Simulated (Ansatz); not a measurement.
The cluster P₂S₄⁺, relaxed as a doublet with UKS PBE0-D4/def2-SVP in Ansatz, starting from the GFN2-xTB geometry. Force threshold 0.02 eV/Å.

Another isomer (doublet) lies 0.70 eV lower at PBE0-D4/def2-TZVP; other spin states weren't run for this one.

Start:

```xyz
6

P     0.0832    0.8866    0.2787
P     2.3815   -1.0291    0.3766
S     1.4980    0.0621   -1.1559
S     0.9219   -0.4537    1.7487
S    -1.7933   -0.3120   -0.2233
S    -3.0914    0.8461   -1.0249
```

| step | energy (eV) | largest force component (eV/Å) | SCF passes |
| --- | --- | --- | --- |
| 1 | -61870.5314 | 0.605 | 26 |
| 2 | -61870.5442 | 0.454 | 27 |
| 3 | -61870.5661 | 0.346 | 26 |
| 4 | -61870.5811 | 0.187 | 27 |
| 5 | -61870.5920 | 0.110 | 26 |
| 6 | -61870.5982 | 0.229 | 26 |
| 7 | -61870.6016 | 0.041 | 26 |
| 8 | -61870.6024 | 0.037 | 24 |
| 9 | -61870.6041 | 0.080 | 26 |
| 10 | -61870.6082 | 0.449 | 28 |
| 11 | -61870.6201 | 0.463 | 26 |
| 12 | -61870.6358 | 0.554 | 30 |
| 13 | -61870.6427 | 0.361 | 27 |
| 14 (rejected) | -61870.5965 | 0.441 | 29 |
| 15 | -61870.6579 | 0.388 | 24 |
| 16 | -61870.6650 | 0.170 | 25 |
| 17 | -61870.6677 | 0.081 | 25 |
| 18 | -61870.6681 | 0.029 | 20 |
| 19 | -61870.6682 | 0.030 | 25 |
| 20 | -61870.6683 | 0.008 | 19 |

Force components are those of the run's own axes.

End:

```xyz
6

P    -0.255    0.738    0.431
P     2.324   -0.732    0.192
S     1.024    0.073   -1.205
S     1.109   -0.564    1.792
S    -2.002   -0.443    0.118
S    -2.200    0.928   -1.328
```

By distances, no bond broke or formed. The bond that changes most is P1–S4, from 2.16 to 2.33 Å (atoms count from 1).

No frequencies were taken in this run, so the end may be a saddle point.

It took 49 s on 4 threads of Arm Neoverse V1 on a shared host.
